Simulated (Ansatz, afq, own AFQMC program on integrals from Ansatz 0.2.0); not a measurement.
## Where AFQMC and coupled cluster stand for AlGaCl, quartet

```xyz
3

Cl    0.0000    0.0000   -3.4995
Al    0.0000    0.0000   -1.4087
Ga    0.0000    0.0000    4.9083
```

Connectivity, by distances: Ga ··· Cl–Al.

Basis cc-pVDZ. Only valence electrons are correlated. Integrals, coupled cluster, full CI and functionals: Ansatz 0.2.0; the random walks run on the same integrals in our own AFQMC program. The CISD trial takes its coefficients from CCSD amplitudes. Released means that phaseless walkers are propagated on without the constraint, phases kept. Uncertainties: one standard error, sampling alone. No spin–orbit coupling.

Determinant: UHF, the one that the program's search chose, which needn't be the lowest solution. The geometry is a point of a scan.

No full CI on the walks' own integrals is used here; CCSDT(Q) serves as the reference and is uncertain by about the last step of the cluster series.

Cautions: no relativity below Rb; no spin-orbit coupling; inner d shell frozen; lower spins were not checked.

The T1 diagnostic is 0.0150. The weight of the determinant in the CISD state is 0.871 and the ⟨S²⟩ of the determinant is 3.763. The size of the correlated space is 13 electrons in 39 orbitals.

| level | correlation energy (eV) |
| --- | --- |
| MP2 | -5.0583 |
| CCSD | -5.8990 |
| CCSD(T) | -6.0194 |

(1) Estimate where phaseless AFQMC with a CISD trial lies against CCSD(T) on the same integrals.

(1) 1.9 ± 1.1 kJ/mol below CCSD(T). The gap is under twice the noise, so this walk alone can't tell the two apart.

Reference: CCSDT(Q), correlation energy -6.051 eV. The released energy is read at 2.40 1/Eh (meV from the phaseless value at times in 1/Eh: -22 ± 17 at 0.24, -4 ± 12 at 0.51, -20 ± 12 at 0.99, -1 ± 17 at 1.62, -30 ± 18 at 2.40).

```json
{"level": "CCSD(T)", "E − E(reference) (kJ/mol)": "3.1", "share of correlation (%)": "99.47"}
{"level": "CCSDT", "E − E(reference) (kJ/mol)": "1.0", "share of correlation (%)": "99.82"}
{"level": "ph-AFQMC/HF", "E − E(reference) (kJ/mol)": "3.9 ± 4.5", "share of correlation (%)": "99.34"}
{"level": "ph-AFQMC/CISD", "E − E(reference) (kJ/mol)": "1.1 ± 1.1", "share of correlation (%)": "99.81"}
{"level": "released AFQMC", "E − E(reference) (kJ/mol)": "-1.8 ± 1.8", "share of correlation (%)": "100.30"}
```

A walk keeps the symmetry of its determinant, which the program's search chose and which needn't be the lowest solution, so a lower state of the same spin and another symmetry isn't excluded. Released energies are given only where the last usable release times agree within the noise; a slower fall can still hide under it.
